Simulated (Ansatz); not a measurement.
Write a Python script for Ansatz 0.2.0 through its Python package that makes a rigid scan of one bond length of F2Si, SMILES F[Si]F. Settings (for the species named): B3LYP, 6-31G* basis, multiplicity 1.

```xyz
3

F     0.1474    1.3125    0.2263
Si   -0.5714   -0.0444   -0.3170
F     0.4240   -1.2680    0.0907
```

Script `f2si_scan.py`:
```python
'''Stretching a bond of F2Si, the rest held rigid.'''

import ansatz as az
import numpy as np


def main() -> None:
    geometry_ang = [
        ('F', (0.14735, 1.31247, 0.22629)),
        ('Si', (-0.57136, -0.04441, -0.31699)),
        ('F', (0.42401, -1.26805, 0.0907)),
    ]
    system = az.Crystal.molecule()
    for symbol, xyz in geometry_ang:
        system = system.atom(symbol, xyz)

    symbols = [site.symbol for site in system.cartesian_sites]
    start = np.array([site.position_ang for site in system.cartesian_sites])
    axis = (start[0] - start[1]) / np.linalg.norm(start[0] - start[1])
    moving = [0]
    lengths, energies = [1.38, 1.5, 1.63, 1.79, 2.04, 2.44, 2.93, 3.58], []
    for length in lengths:
        xyz = start.copy()
        xyz[moving] += (length - np.linalg.norm(start[0] - start[1])) * axis
        point = az.Crystal.molecule()
        for symbol, place in zip(symbols, xyz):
            point = point.atom(symbol, place.tolist())
        setup = (
            point.calculation()
            .basis(gaussian='6-31G*')
            .functional('b3lyp')
        )
        data = setup.run().report
        energies.append(data['free_energy_ev'])
        print(f'r = {length:6.3f} A  E = {energies[-1]:.5f} eV  <S^2> = {abs(data["mean_field"]["state"]["spin_squared"]):.3f}')

    print('energy above the lowest point (eV):', [round(e - min(energies), 3) for e in energies])


if __name__ == '__main__':
    main()
```

```console
$ python f2si_scan.py
r =  1.380 A  E = -13311.94500 eV  <S^2> = 0.000
r =  1.500 A  E = -13313.11390 eV  <S^2> = 0.000
r =  1.630 A  E = -13313.37382 eV  <S^2> = 0.000
r =  1.790 A  E = -13313.00987 eV  <S^2> = 0.000
r =  2.040 A  E = -13311.93012 eV  <S^2> = 0.000
r =  2.440 A  E = -13310.18537 eV  <S^2> = 0.000
r =  2.930 A  E = -13308.61236 eV  <S^2> = 0.000
r =  3.580 A  E = -13307.35534 eV  <S^2> = 0.000
energy above the lowest point (eV): [1.429, 0.26, 0.0, 0.364, 1.444, 3.188, 4.761, 6.018]
```

What to keep in mind:
- These settings explore the input space; basis and method may be short of convergence.
- The rest of the molecule is held rigid at a force-field or estimated start geometry, and the basis set is modest; single-reference methods fail as a bond breaks.
- b3lyp holds the VWN-RPA fit, as in Gaussian; the form of ORCA and Turbomole is b3lyp5.
- The orbitals are restricted, so S² is zero by construction.
- Toward dissociation an unrestricted state can lie under the restricted one, by tenths of an eV for polar bonds under a functional and by 1 to 2 eV or more for others.
- Hardware and time: 6.5 s on 1 thread of Arm Neoverse V2, on a shared host, peak memory 0.16 GiB.
